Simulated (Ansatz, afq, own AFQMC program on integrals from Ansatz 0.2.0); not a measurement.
TiSiH2, quintet in def2-SVP, levels against CCSDT(Q)

```yaml
atoms:
  - { symbol: Ti, position_ang: [0.0000, 0.0000, 1.2340] }
  - { symbol: Si, position_ang: [0.0000, 0.0000, -5.3770] }
  - { symbol: H, position_ang: [0.0000, 1.5279, 2.0715] }
  - { symbol: H, position_ang: [0.0000, -1.5279, 2.0715] }
```

Connectivity, by distances: TiH2 ··· Si.

Basis def2-SVP. Only valence electrons are correlated. Ansatz 0.2.0 and our own AFQMC program on the same integrals; the CISD trial comes from CCSD amplitudes, and released means the phaseless constraint is let go. Error bars are statistical, one sigma. The metal's outer-core s and p shells are frozen, which shifts wave-function levels against functionals.

Determinant: UHF, the one that the program's search chose, which needn't be the lowest solution. The geometry is a point of a scan.

No full CI on the walks' own integrals is used here; CCSDT(Q) serves as the reference and is uncertain by about the last step of the cluster series.

Cautions: no relativity below Rb; outer-core shells of the metal frozen; lower spins were not checked; higher spins were not checked; CCSDT(Q) on the ROHF determinant differs (55 meV higher), by its state or its frozen core.

The T1 diagnostic is 0.0291. The weight of the determinant in the CISD state is 0.876 and the ⟨S²⟩ of the determinant is 6.030. The size of the correlated space is 10 electrons in 45 orbitals.

| level | correlation energy (eV) |
| --- | --- |
| MP2 | -2.8158 |
| CCSD | -3.8970 |
| CCSD(T) | -3.9693 |

Problem. Estimate where phaseless AFQMC with a CISD trial lies against CCSD(T) on the same integrals.

Solution. 2.8 ± 1.0 kJ/mol below CCSD(T).

Reference: CCSDT(Q), correlation energy -4.007 eV. The released energy is read at 3.00 1/Eh, later times being too noisy (meV from the phaseless value at times in 1/Eh: -17 ± 14 at 0.60, -9 ± 15 at 1.20, -30 ± 20 at 2.00, -27 ± 20 at 3.00, -46 ± 34 at 4.20).

| level | E − E(reference) (kJ/mol) | share of correlation (%) |
| --- | --- | --- |
| CCSD(T) | 3.7 | 99.05 |
| CCSDT | 0.2 | 99.95 |
| ph-AFQMC/CISD | 0.9 ± 1.0 | 99.77 |
| released AFQMC | -1.8 ± 2.0 | 100.45 |

A walk keeps the symmetry of its determinant, which the program's search chose and which needn't be the lowest solution, so a lower state of the same spin and another symmetry isn't excluded. Released energies are given only where the last usable release times agree within the noise; a slower fall can still hide under it.
